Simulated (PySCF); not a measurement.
C₃H₃ClN₂, SMILES Clc1ncc[nH]1, point group Cs.

Level: B3LYP/pcSseg-1 in PySCF (density fitting, grid level 2); geometry and Hessian at that level, cubic constants and property derivatives from steps of ±0.6 along each species' dimensionless normal coordinates, second-order vibrational perturbation theory. The parent has the commonest isotopes.

Equilibrium geometry (Å):

```tsv
atom	x	y	z
Cl1	2.8222	-0.3893	0.0309
C2	1.0927	-0.3453	0.0091
N3	0.2962	-1.3733	0.0205
C4	-0.9734	-0.8338	-0.0060
C5	-0.9211	0.5334	-0.0333
N6	0.4258	0.8425	-0.0233
H7	-1.8484	-1.4698	-0.0035
H8	-1.6840	1.2975	-0.0581
H9	0.8442	1.7620	-0.0371
```

(1) Give the equilibrium and ground-state rotational constants (MHz) of parent; ²H at 8.

(2) How is the parent's vibrational correction B0 − Be made up?

(3) And its quartic centrifugal distortion constants from the harmonic force field?

A mode lies under 250 cm⁻¹, where this perturbation treatment is rough.

Answers

(1) 
| species | Ae | Be | Ce | A0 | B0 | C0 | Δ0 (u Å²) | harmonic ZPE (cm⁻¹) |
| --- | --- | --- | --- | --- | --- | --- | --- | --- |
| parent | 9392 | 2152.4 | 1751.1 | 9317.6 | 2141.6 | 1741 | 0.064 | 13507 |
| ²H at 8 | 9082 | 2085.8 | 1696.3 | 9012.5 | 2075.4 | 1686.6 | 0.061 | 12809 |

Δ0 = Ic − Ia − Ib from the ground-state constants.

(2) 
```json
{"axis": "a", "harmonic": "11", "Coriolis": "-9.16", "cubic": "-76.3", "total (MHz)": "-74.5"}
{"axis": "b", "harmonic": "1.57", "Coriolis": "-0.604", "cubic": "-11.8", "total (MHz)": "-10.8"}
{"axis": "c", "harmonic": "0.508", "Coriolis": "-0.19", "cubic": "-10.4", "total (MHz)": "-10.1"}
```

(3) Asymmetric top, A reduction, Ir representation: ΔJ = 0.12 kHz, ΔJK = 1.11 kHz, ΔK = 1.84 kHz, δJ = 0.0235 kHz, δK = 0.837 kHz.
